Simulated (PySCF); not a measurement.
**SiH₄, triplet: stretch scan**

All five atoms lie in one plane.

Starting geometry (PBE0/def2-TZVP stationary point for this spin, not checked as a minimum):

```tsv
atom	x (Å)	y (Å)	z (Å)
Si	0.0000	0.0000	0.0000
H	-0.0115	1.0851	1.0776
H	-0.0165	-1.0776	1.0850
H	0.0165	1.0776	-1.0850
H	0.0115	-1.0851	-1.0776
```

From there H2 moves along the line of the two atoms named below, all else staying in place; atoms are numbered as listed. Energies are in eV, counted from the starting geometry at the same level.

Basis 6-31G; PySCF 2.14.0. Only valence electrons are correlated (noble-gas cores frozen). R marks a restricted (for open shells ROHF) determinant.

Full CI is exact within this basis and frozen core; it isn't the basis-set limit.

```json
{"distance Si1-H2 (Å)": "1.193", "RHF": "1.460"}
{"distance Si1-H2 (Å)": "1.350", "RHF": "0.331"}
{"distance Si1-H2 (Å)": "1.529", "RHF": "0.000"}
{"distance Si1-H2 (Å)": "1.660", "RHF": "0.056"}
{"distance Si1-H2 (Å)": "1.905", "RHF": "0.155"}
{"distance Si1-H2 (Å)": "2.136", "RHF": "0.079"}
{"distance Si1-H2 (Å)": "2.393", "RHF": "-0.005"}
{"distance Si1-H2 (Å)": "2.840", "RHF": "-0.088"}
{"distance Si1-H2 (Å)": "3.369", "RHF": "-0.120"}
{"distance Si1-H2 (Å)": "4.124", "RHF": "-0.127"}
{"distance Si1-H2 (Å)": "5.179", "RHF": "-0.125"}
```

Problem. Estimate the full CI curve in 6-31G from this one, knowing how RHF errs.

Solution. The computed full CI values, in eV from the starting point, and the error of RHF against them:
| distance Si1-H2 (Å) | full CI | RHF less full CI |
| --- | --- | --- |
| 1.193 | 1.583 | -0.122 |
| 1.350 | 0.408 | -0.077 |
| 1.529 | 0.000 | 0.000 |
| 1.660 | -0.006 | 0.062 |
| 1.905 | 0.164 | -0.008 |
| 2.136 | 0.271 | -0.191 |
| 2.393 | 0.278 | -0.283 |
| 2.840 | 0.219 | -0.306 |
| 3.369 | 0.182 | -0.302 |
| 4.124 | 0.174 | -0.301 |
| 5.179 | 0.176 | -0.301 |

The error spans 0.368 eV and is largest, -0.306 eV, at 2.840 Å.
